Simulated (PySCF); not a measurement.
Process, species as SMILES: FCF → F[CH-]F + H+
B3LYP-D3(BJ)/def2-TZVP geometries, fixed; electronic energies without zero-point terms.

Effect of the grid level at wB97M-V/def2-SVP with PySCF, against the last row, where the deprotonation energy is 419.70 kcal/mol.

```csv
setting,"grid points, largest species",largest shift of a total energy (mEh),shift of the deprotonation energy (kcal/mol)
grids.level: 0,4504,13.807,-0.115
grids.level: 1,20728,-0.026,-0.016
grids.level: 2,45160,-0.022,0.020
grids.level: 3,62264,-0.024,0.020
grids.level: 4,117696,0.001,0.000
grids.level: 5,177816,0.000,0.000
grids.level: 7,364832,0.000,0.000
```

Within 0.02 kcal/mol in the deprotonation energy: grids.level: 1; grids.level: 2; grids.level: 3; grids.level: 4; grids.level: 5. The largest shift is 13.807 mEh in a total energy and 0.115 kcal/mol in the difference.
